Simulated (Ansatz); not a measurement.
Isomers

Structures of CH3BS, singlet, relaxed at PBE0-D4/def2-TZVP (vibrations not checked; lower isomers may exist, and structures with a doubtful reference or unclear bonds are left out). Ansatz 0.2.0; basis: def2-TZVPP; cores frozen in the correlated methods. B3LYP uses VWN-RPA correlation.

(1) Rank them by CCSD(T) energy, lowest first, and give each one's height above the lowest. Links in brackets join atoms within 1.22 times the sum of their covalent radii (1.1 for two metals). (To be estimated.)
A.
CH₃BS ([CH2][B][SH])
```
6
angstrom
C -0.1024 0.3821 0.0112
B 0.7143 -0.5205 0.6679
S 1.7657 -1.5625 1.5684
H -1.1487 0.5107 0.2682
H 0.2568 1.0038 -0.8022
H 1.5969 -2.6802 0.8331
```
B.
CH₃BS ([BH]1[CH][SH]1)
```
6
angstrom
B -0.7252 -0.5511 -0.7915
C 0.2062 0.3174 -0.2690
S 0.9166 -1.3132 -0.0301
H -1.6609 -1.0431 -1.3101
H 0.6975 1.2338 -0.0013
H 0.5694 -1.6608 1.2427
```
C.
CH₃BS ([CH3][B][S])
```
6
angstrom
C -0.3205 0.4147 -0.2541
B 0.5186 -0.6704 0.4110
S 1.4034 -1.8154 1.1125
H -1.0544 0.8210 0.4468
H 0.3120 1.2365 -0.5995
H -0.8591 0.0135 -1.1166
```
D.
CH₃BS ([BH]1[CH2][S]1)
```
6
angstrom
B -0.5005 -0.7046 -0.2297
C 0.2323 0.6021 0.0871
S 0.9817 -1.0171 0.6209
H -1.4332 -1.2465 -0.7126
H 0.8024 1.1268 -0.6745
H -0.0827 1.2392 0.9089
```

(2) Do PBE-D4, r2SCAN-D4, PBE0-D4, B3LYP-D4, wB97M-V, HF, MP2 give the same order? (Judge from chemistry; the calculation decides.)

No T1 diagnostic of these runs exceeds 0.017.

For scale, one of the runs: CCSD(T)/def2-TZVPP, 146 basis functions, launched by `ansatz run in.yaml --threads 2 --pin off --events-out ev --progress --plain --max-ram 4352MiB`. Hardware: 2 CPU threads of an Arm Neoverse V1, shared host. Wall time 12 s; peak host memory 0.85 GiB.

Results:

(1) By the calculation: C (0.00 kcal/mol), D (32.74 kcal/mol), A (42.19 kcal/mol), B (65.33 kcal/mol). Heights count from the lowest.

(2) The calculation gives: All do.
